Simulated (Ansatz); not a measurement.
Molecule: C2H2O (charge 0, singlet). 
Geometry from a B3LYP-D3(BJ)/def2-TZVP (Ansatz, a program for electronic structure) optimisation:
```xyz
5

C      0.0091     0.0017    -1.2056
C     -0.0008    -0.0001     0.1027
H      0.0282     0.9401    -1.7377
H     -0.0018    -0.9351    -1.7406
O     -0.0096    -0.0018     1.2620
```

Computed values are from Ansatz. Valence correlation only, unless marked. UHF or UKS for open shells. Spin-orbit coupling is left out. No relativistic terms. CBS(X,Y): correlation extrapolated as X^-3; Hartree-Fock from the larger set. The bracket is a focal-point correction in the basis named.

```
Quantity                                                                                                                                                      Value
-------------------------------------------  ----------------------------------------------------------------------------------------------------------------------
atomisation energy De                                                                                                530.8 kcal/mol at CCSD(T)/CBS(cc-pVTZ,cc-pVQZ)
vertical ionisation energy (to the doublet)                                                9.85 eV at RI-MP2/CBS(aug-cc-pVTZ,aug-cc-pVQZ)+[CCSD(T)-MP2]/aug-cc-pVTZ
vertical triplet-singlet gap                                                               3.82 eV at RI-MP2/CBS(aug-cc-pVTZ,aug-cc-pVQZ)+[CCSD(T)-MP2]/aug-cc-pVTZ
total energy                                                                                                           -152.4286 Eh at CCSD(T)/CBS(cc-pVTZ,cc-pVQZ)
dipole moment                                                                                                                         1.35 D at CCSD(T)/aug-cc-pVDZ
T1 diagnostic                                                                                                                                 0.016 at CCSD/cc-pVQZ
measured enthalpy of formation, 298 K        -11.6 kcal/mol (Active Thermochemical Tables 1.112 (ions: stationary electron), as tabulated in the package chemicals)
measured dipole moment                                                          1.42 D (NIST CCCBDB, as tabulated in the package chemicals; older table, unchecked)
```
